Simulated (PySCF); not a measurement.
Compound: C4H7S (doublet state).
Z-matrix (Å and degrees, GFN2-xTB geometry), rows numbered from 1:
```
C 
S   1  1.8220
C   2  1.7112  1   98.80
C   3  1.4771  2  129.80  1   -65.66
C   3  1.4708  2  129.03  1  -149.04
H   1  1.0855  2  109.00  3   -62.45
H   1  1.0853  2  109.13  3    58.16
H   1  1.0847  2  107.31  3   177.90
H   4  1.0848  3  119.72  5   107.90
H   4  1.0819  3  118.12  5  -107.16
H   5  1.0833  3  119.90  4  -108.13
H   5  1.0820  3  117.92  4   107.15
```

The hyperfine couplings belong to this conformer and change with its torsions.

As a line formula: `C1C[C]1SC` [radical].

The calculation used UKS B3LYP, pcH-1 on C H S, non-relativistic, mean-field spin-orbit, GIAO (PySCF 2.14.0). Geometry: GFN2-xTB, one conformer, isolated molecule. The geometry wasn't refined by DFT: couplings that depend on bond lengths, twists or pyramidal angles can differ widely from those at the functional's own minimum. No stability test was run, so a lower SCF solution isn't excluded.

**Question.** Give the principal g shifts and their parts.

**Answer.** 
```csv
Δg (ppt),1,2,3
relativistic mass correction,-0.17,-0.17,-0.17
gauge correction,0.01,0.03,0.01
orbital Zeeman/spin–orbit,-0.27,2.03,5.76
total,-0.43,1.89,5.60
```

So g = 2.00189, 2.00421, 2.00792 and g_iso = 2.00467; the tensor is rhombic: the two nearest values differ by 39 % of g3 − g1. Axes: g3 points within 9° of the C1–S2 bond.

**Question.** How much does each term add to the isotropic shift?

**Answer.** The orbital-Zeeman/spin–orbit term 2.51, the mass correction -0.17 and the gauge correction 0.02 ppt, for a total of 2.35 ppt. The orbital-Zeeman/spin–orbit term is the largest in size. The mass correction is the same along every axis, so the anisotropy comes from the other two: their spans along these axes are 0.02 (gauge) and 6.03 ppt (orbital Zeeman/spin–orbit).

**Question.** What effective moment and Curie constant follow for a powder?

**Answer.** With the mean of g² = 4.0187 and S(S+1) = 0.75: μ_eff = √(⟨g²⟩S(S+1)) = 1.736 μB and χT = 0.12505·⟨g²⟩·S(S+1) = 0.377 cm³ K/mol (cgs; spin-Hamiltonian part alone).

**Question.** In a frozen sample, at which fields do the three g values resonate at 9.5, 34, 94 and 263 GHz (hyperfine left aside), and which band first spreads them over more than twice a line width of 0.3 mT?

**Answer.** 
```csv
band,GHz,B(g3) mT,B(g2) mT,B(g1) mT,spread mT
X,9.5,338.04,338.66,339.06,1.02
Q,34.0,1209.82,1212.06,1213.47,3.64
W,94.0,3344.80,3350.99,3354.88,10.08
J,263.0,9358.34,9375.63,9386.53,28.19
```

The spread grows in proportion to the frequency. X band is the first where it exceeds 0.6 mT.

Largest spin populations (Mulliken): C3 (+0.74) and S2 (+0.18). The angles at C3 add up to 320.7°, so it is pyramidal.

The HOMO–LUMO gaps are 5.68 eV among the α and 5.15 eV among the β orbitals.
